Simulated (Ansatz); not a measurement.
The same path of C₂H₈Si (11 atoms, charge 0, multiplicity 1) was run twice with different band settings. Lost on the way: Si1–C2, Si1–H3. Made: C2–H3.

Theory: Ansatz 0.2.0, UKS PBE-D4/def2-SVP.

Relaxed end points:

```xyz
11
Properties=species:S:1:pos:R:3
Si -0.719 -0.115 -0.112
C 0.580 -1.487 -0.024
H -1.420 -0.167 -1.447
H -1.763 -0.340 0.955
C 0.066 1.590 0.124
H 0.117 -2.486 -0.155
H 1.346 -1.361 -0.817
H 1.100 -1.480 0.956
H 0.825 1.789 -0.659
H -0.698 2.392 0.069
H 0.566 1.665 1.111
```

```xyz
11
Properties=species:S:1:pos:R:3
Si -1.367 0.558 -0.510
C 0.547 -1.710 -0.301
H -0.179 -1.121 -0.935
H -1.742 -0.048 0.865
C -0.061 1.781 0.191
H 0.000 -2.553 0.157
H 1.322 -2.074 -1.001
H 1.003 -1.075 0.479
H 0.567 2.248 -0.594
H -0.676 2.598 0.643
H 0.585 1.396 1.007
```

Common settings: movable images 5; climbing image yes; spring 5.0 eV/Å²; optimiser quadratic models (default); force threshold 0.05 eV/Å; iteration limit 60; end points relaxed.

| run | start path |
| --- | --- |
| 1 | through a guess of the saddle point |
| 2 | straight line |

Q: What does each run give, and how far can it be trusted?

A: Run 1: converged after 11 iterations, highest image 2.868 eV above the first end. Neighbouring images differ by up to 1.4 eV, so the band resolves the path poorly. A vibrational analysis at the climbing image gives one clearly imaginary mode, 1091i cm⁻¹: a first-order saddle point.
Run 2: converged after 12 iterations, highest image 2.866 eV above the first end. Neighbouring images differ by up to 1.4 eV, so the band resolves the path poorly. Another band between the same ends (5 images) ends at a top of the same energy, where a vibrational analysis finds 1 clearly imaginary mode.
The orbitals stay closed-shell, which can raise the energy where a bond breaks towards radicals; this wasn't checked here.
